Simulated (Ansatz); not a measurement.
# How far each method lies from full CI for PH₂⁺, singlet

Geometry: that of the PH2⁺, triplet, kept fixed.

```yaml
atoms:
  - { symbol: P, position_ang: [0.0000, -0.0418, 0.0000] }
  - { symbol: H, position_ang: [0.0000, 0.6425, -1.2397] }
  - { symbol: H, position_ang: [0.0000, 0.6425, 1.2397] }
```

Basis cc-pVDZ; Ansatz 0.2.0. Only valence electrons are correlated (noble-gas cores frozen), which leaves 6 electrons in 23 orbitals. Prefix R: restricted or restricted open-shell reference; prefix U: unrestricted. Active spaces: valence = (6e, 6o) chosen from the atoms' valence shells.

Full CI is exact within this basis and frozen core; it isn't the basis-set limit. The frozen core follows each run's orbitals, which can shift R against U totals by a few meV.

The UHF ⟨S²⟩ is 0.731 and the T1 diagnostic (RCCSD) is 0.0127. The largest doubles amplitude (RCCSD) is 0.134.

```json
{"level": "RHF", "E − E(full CI) (kJ/mol)": "340.8", "share of correlation (%)": "0.00", "wall time": "–"}
{"level": "RMP2", "E − E(full CI) (kJ/mol)": "88.1", "share of correlation (%)": "74.15", "wall time": "–"}
{"level": "CISD", "E − E(full CI) (kJ/mol)": "23.5", "share of correlation (%)": "93.11", "wall time": "1.6 s"}
{"level": "RCCSD", "E − E(full CI) (kJ/mol)": "9.3", "share of correlation (%)": "97.28", "wall time": "–"}
{"level": "RCCSD(T)", "E − E(full CI) (kJ/mol)": "2.4", "share of correlation (%)": "99.31", "wall time": "0.82 s"}
{"level": "BCCD(T)", "E − E(full CI) (kJ/mol)": "2.4", "share of correlation (%)": "99.31", "wall time": "1.5 s"}
{"level": "RCCSDT", "E − E(full CI) (kJ/mol)": "0.5", "share of correlation (%)": "99.87", "wall time": "–"}
{"level": "CISDTQ", "E − E(full CI) (kJ/mol)": "0.5", "share of correlation (%)": "99.86", "wall time": "2.8 s"}
{"level": "RCCSDT(Q)", "E − E(full CI) (kJ/mol)": "0.1", "share of correlation (%)": "99.97", "wall time": "4 s"}
{"level": "RCCSDTQ", "E − E(full CI) (kJ/mol)": "0.0", "share of correlation (%)": "100.00", "wall time": "17 s"}
{"level": "CASSCF (valence space)", "E − E(full CI) (kJ/mol)": "189.1", "share of correlation (%)": "44.50", "wall time": "–"}
{"level": "NEVPT2 (valence space)", "E − E(full CI) (kJ/mol)": "56.3", "share of correlation (%)": "83.48", "wall time": "1.6 s"}
{"level": "MRCISD (valence space)", "E − E(full CI) (kJ/mol)": "7.7", "share of correlation (%)": "97.75", "wall time": "–"}
{"level": "MRCISD+Q (valence space)", "E − E(full CI) (kJ/mol)": "1.0", "share of correlation (%)": "99.69", "wall time": "3.2 s"}
```

The correlation energy at full CI, counted from RHF, is -3.532 eV. That run took 10 s on 1 thread of Intel Xeon, shared host over 786,897 determinants.

Run but not shown, since their state or frozen core can't be matched to the reference's or they repeat it: UHF, UMP2, UCCSD, UCCSD(T), UCCSDT, UCCSDT(Q).

Times hold each run's SCF and search for its determinant on a shared host, so for small cases they say little of a method's own cost; they ran on 1 thread of Intel Xeon.

The full-CI state has the irrep A1 of C2v, in the program's axes.

Natural occupations of full CI about the gap: 1.961 1.949 1.878 0.090 0.033 0.032 0.011 0.009 0.008 0.008; effectively unpaired electrons, Σ n²(2−n)², 0.11.
